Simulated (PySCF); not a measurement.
# F2−: bond curves at several levels of theory

An exercise on one series of results from a longer session: the logs are not shown, and one member is left open.

Program: PySCF 2.14.0. Level of theory: F def2-TZVPPD, no relativity. These are calculated values, not measurements.

1 further run of the same task is left out (set aside as unsound or not needed).

Set-up of the first run:

Settings of the job:

```yaml
atoms: F, F
charge: -1
basis: F def2-TZVPPD
Hamiltonian: no relativity
basis_functions: 80
electrons_treated: 19
masses_in_u: 18.9984, 18.9984
levels: PBE0, PBE, r²SCAN, TPSS, PW91, MN15, BLYP, r²SCANh, ωB97X-V, HF, MP2, SCS-MP2, CCSD, CCSD(T)
grid: 80 radial by 434 angular points
occupations: held fixed by the projection of orbital angular momentum
dissociation_limit: F + F−, each in its ground configuration
starting_distance_in_angstrom: 1.330
values_of_2S_to_try: 1, 3
```

Started as:

```console
$ OMP_NUM_THREADS=1 python dia.py task.json out
```

Steps of the session up to this table: Set-up; First curve: PBE0; PBE (GGA); r²SCAN (meta-GGA); TPSS; PW91; MN15; BLYP; r²SCANh (hybrid meta-GGA); ωB97X-V; UHF (mean field); Adding correlation.

One table of the session follows, with a row left open; its other results are not shown here.

Energy (eV) from each level's lowest point:

| R (Å) | UHF | UHF-MP2 | UHF-SCS-MP2 | UHF-CCSD | UHF-CCSD(T) |
| --- | --- | --- | --- | --- | --- |
| 1.730 | 0.174 | 0.167 | 0.171 | n/a | n/a |
| 1.810 | 0.044 | 0.041 | 0.043 | 0.058 | 0.066 |
| 1.890 | 0.000 | 0.000 | 0.000 | 0.004 | 0.007 |
| 1.951 | ? | ? | ? | ? | ? |
| 2.011 | 0.030 | 0.035 | 0.033 | 0.018 | 0.015 |
| 2.071 | 0.071 | 0.078 | 0.076 | 0.052 | 0.046 |
| 2.152 | 0.140 | 0.152 | 0.148 | 0.112 | 0.103 |
| 2.252 | 0.238 | 0.256 | 0.252 | 0.200 | 0.187 |
| 2.373 | 0.361 | 0.388 | 0.383 | 0.313 | 0.296 |
| 2.534 | 0.516 | 0.557 | 0.551 | n/a | n/a |

Estimate the missing values for R (Å) = 1.951.

Worked estimate for «UHF». A straight line through the neighbours (1.890, 0.000) and (2.011, 0.030) gives 0.000 + (0.030 − 0.000) × (1.951 − 1.890) / (2.011 − 1.890) = 0.015; a parabola fitted to 4 rows on both sides gives 0.003.

The run gave: UHF: 0.004; UHF-MP2: 0.006; UHF-SCS-MP2: 0.005; UHF-CCSD: 0.000; UHF-CCSD(T): 0.000. In «UHF» the line misses by +0.011 and the parabola by -0.001.

Caveats from the session: Lowest PBE0 solution found, without spin–orbit coupling: ²Σu⁺ (doublet), unpaired electrons σ ↑. Warnings in the runs' records: inverted.
